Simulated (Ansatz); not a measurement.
## 1T (CdI2-type) PtSe2: polycrystal shear modulus by level of theory

No measured value is used here.

```
level (code)           value (GPa)  cell (Å³/atom)
---------------------  -----------  --------------
PBE (Ansatz)                  11.1           26.32
PBE-D4 (Ansatz)               43.5           19.81
r²SCAN+rVV10 (Ansatz)         28.8           21.23
HSE06 (Ansatz)                12.8           26.09
```

Density-functional levels without +SOC have no spin–orbit coupling. PBE, HSE06: the cell comes from a level without a dispersion term, which matters for the spacing of layers, chains or molecules. PBE-D4, r²SCAN+rVV10: the solid has no gap at this level, which affects its response. PBE-D4: the dispersion coefficients are held fixed in the derivatives. Each level is taken at its own relaxed cell. Cutoffs and k meshes differ between the levels. Ansatz's density-functional and Hartree–Fock values are scalar-relativistic unless marked +SOC, with PAW data made under PBE.

Ansatz is a quantum-chemistry and plane-wave program.
